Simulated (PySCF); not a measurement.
# BN⁺: frontier orbitals

PBE0 at R = 1.441 Å; PySCF, no relativity, basis sets B def2-TZVP, N def2-TZVP. State: ⁴Σ⁻ (quartet), unpaired electrons σ ↑, π ↑↑. Only the outer orbitals are listed, counted within each symmetry.

```
spin  orbital  occ.  ε (eV)  on B (%)         main shells (%)
   α       3σ     1  -34.14        22   72 N s, 12 B s, 9 B p
   α       4σ     1  -21.46        41  42 B s, 39 N p, 20 N s
   α       1π     1  -20.02        20          80 N p, 17 B p
   α       1π     1  -20.02        20          80 N p, 17 B p
   α       5σ     1  -18.24        75  40 B p, 35 B s, 21 N p
   α       2π     0  -10.49        84          83 B p, 15 N p
   α       2π     0  -10.49        84          83 B p, 15 N p
   β       3σ     1  -30.53        28  65 N s, 15 B s, 12 B p
   β       4σ     1  -19.29        24  50 N p, 27 N s, 22 B s
   β       1π     0  -13.61        38          62 N p, 35 B p
   β       1π     0  -13.61        38          62 N p, 35 B p
   β       5σ     0  -12.27        91   60 B s, 30 B p, 9 N p
```

Which are the highest filled and the lowest empty level, where do they sit, and how wide is the gap?

Highest filled α 5σ at -18.24 eV (in %: 40 B p, 35 B s, 21 N p); lowest empty β 1π at -13.61 eV (in %: 62 N p, 35 B p); the gap at PBE0 is 4.63 eV.

```json
{"bond order (Mayer)": "1.57", "⟨S²⟩": "3.754", "charge on B (Mulliken, basis-dependent)": "0.71", "charge on B (Löwdin, basis-dependent)": "0.49", "dipole moment (positive dipole points towards N; it is taken about the centre of mass and depends on that origin)": "-2.85 D", "polarisability along the bond": "18.5 bohr³", "polarisability across the bond": "12.1 bohr³"}
```

The state is the lowest determinant that a PBE0 search found; another state may lie lower at other levels.
